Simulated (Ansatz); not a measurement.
As: from a trial structure to a relaxed crystal

Method: DFT PBEsol, scalar-relativistic, plane waves, PAW in Ansatz. Cutoff 420 eV, Γ-centred k mesh, Gaussian smearing, no spin polarisation in the final step.

The start puts As on the beta-tin structure type (I4_1/amd, No. 141), at a guessed volume.

```
As
1.0
    -2.64931    2.64931    1.44525
     2.64931   -2.64931    1.44525
     2.64931    2.64931   -1.44525
As
2
Direct
  0.00000 0.00000 0.00000
  0.75000 0.25000 0.50000
```

Steps on the 22×22×22 mesh (2 atoms). 5 of 7 steps are shown, and the free energy counts from the last. Trial steps that were taken back and renewals of the plane-wave basis can be among the rows.

| step | ΔF (meV/atom) | V (Å³/atom) | P (GPa) |
| --- | --- | --- | --- |
| 1 | 14.8 | 20.29 | -3.56 |
| 2 | 10.0 | 18.59 | 4.12 |
| 3 | 0.8 | 19.40 | -0.03 |
| 4 | 0.1 | 19.38 | 0.07 |
| 7 | 0.0 | 19.39 | 0.00 |

A final relaxation ran on a 22×22×22 mesh. The relaxed crystal, I4_1/amd (No. 141):

Space group I4_1/amd:1 (No. 141). a = 5.287 Å, b = 5.287 Å, c = 2.775 Å, α = 90.00°, β = 90.00°, γ = 90.00°
| atom | site | symmetry | x | y | z |
| --- | --- | --- | --- | --- | --- |
| As | 4a | -4m2 | 0.0000 | 0.0000 | 0.0000 |

```
Volume per atom                    : 19.39 Å³
Density                            : 6.42 g/cm³
Energy over the standard structure : 0.19 eV/atom
Gap on the 22×22×22 mesh           : 0 eV (a metal)
```

Energies count from the standard state of As at the same level.

The final run used a 22×22×22 mesh on its 2-atom cell and 0.10 eV smearing. For metals, differences of a few meV/atom aren't resolved.

Symmetry constrained the relaxation, so the result can be a saddle point.